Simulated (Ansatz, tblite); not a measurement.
## How well does each level of theory give the band gap of rock-salt CdO?

Reference value: 0.84 eV (measured, 100 K, zero-point motion not removed, lower of two indirect gaps; as tabulated in Menéndez-Proupin et al. (2004), arXiv:cond-mat/0405700).

```json
[
 {"level (code)": "IPEA1-xTB (tblite)", "value (eV)": "0.88", "cell (Å³/atom)": "11.08", "difference (eV)": "+0.04"},
 {"level (code)": "LDA+SOC (Ansatz)", "value (eV)": "0.00", "cell (Å³/atom)": "12.94", "difference (eV)": "-0.84"},
 {"level (code)": "BLYP (Ansatz)", "value (eV)": "0.00", "cell (Å³/atom)": "12.94", "difference (eV)": "-0.84"},
 {"level (code)": "PBE+SOC (Ansatz)", "value (eV)": "0.00", "cell (Å³/atom)": "12.94", "difference (eV)": "-0.84"},
 {"level (code)": "PBEsol+SOC (Ansatz)", "value (eV)": "0.00", "cell (Å³/atom)": "12.94", "difference (eV)": "-0.84"},
 {"level (code)": "revPBE (Ansatz)", "value (eV)": "0.00", "cell (Å³/atom)": "13.89", "difference (eV)": "-0.84"},
 {"level (code)": "PBE-D4 (Ansatz)", "value (eV)": "0.00", "cell (Å³/atom)": "13.20", "difference (eV)": "-0.84"},
 {"level (code)": "rVV10 (Ansatz)", "value (eV)": "0.00", "cell (Å³/atom)": "13.66", "difference (eV)": "-0.84"},
 {"level (code)": "B3LYP (VWN-RPA form) (Ansatz)", "value (eV)": "1.29", "cell (Å³/atom)": "12.94", "difference (eV)": "+0.45"},
 {"level (code)": "LC-ωPBE (Ansatz)", "value (eV)": "6.00", "cell (Å³/atom)": "12.74", "difference (eV)": "+5.16"},
 {"level (code)": "PBE0+SOC (Ansatz)", "value (eV)": "1.56 (indirect)", "cell (Å³/atom)": "12.94", "difference (eV)": "+0.72"},
 {"level (code)": "Hartree–Fock (Ansatz)", "value (eV)": "9.21", "cell (Å³/atom)": "12.94", "difference (eV)": "+8.37"}
]
```

Leaving aside IPEA1-xTB (doubt noted below): Closest of the ranked levels: B3LYP (VWN-RPA form) (+0.45 eV). Among them Hartree–Fock (+8.37 eV) misses by most. Every ranked level misses the reference by more than 0.3 eV. No gap at all, against the measurement: LDA+SOC, BLYP, PBE+SOC, PBEsol+SOC, revPBE, PBE-D4, rVV10.

Semilocal Kohn–Sham gaps run low as a rule, and all computed gaps are for a static lattice, while measured ones hold electron–phonon shifts unless said otherwise. Levels without +SOC have no spin–orbit coupling; where heavier elements are present it shifts gaps, mostly down, and can invert bands. A gap of zero means that the bands touch or overlap; how far they overlap is not shown.  IPEA1-xTB: the gap is read on the k mesh or supercell of the run alone and can be too large. IPEA1-xTB: this parameter set was refitted to ionisation energies, not structures. Values are at the measured cell; IPEA1-xTB at the level's own relaxed cell; revPBE at the level's own equilibrium cell; PBE-D4 at the level's own relaxed cell; rVV10 at the level's own equilibrium cell; LC-ωPBE at the level's own relaxed cell. Cutoffs and k meshes differ between the levels. Ansatz's density-functional and Hartree–Fock values are scalar-relativistic unless marked +SOC, with PAW data made under PBE.

Differences are worked out from the printed values.

Ansatz is a quantum-chemistry and plane-wave program.
